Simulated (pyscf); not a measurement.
Structures and frequencies: ωB97X-D3(BJ)/def2-SVP in PySCF.

Task: How much does it cost (ΔH, 298 K, ωB97M-D3(BJ)/def2-TZVP) to split `[SiH3][P]([SiH3])[SiH3]` at its P–Si bond into SiH₃• + H₃Si–P•–SiH₃?

Result: P–Si to SiH₃• + H₃Si–P•–SiH₃: 3.23 eV. The 7 functionals that were run give +2.96 (r²SCAN) to +3.46 eV (ωB97X-D3(BJ)). Other isomers of H₃Si–P•–SiH₃ were not searched in full and may lie lower.
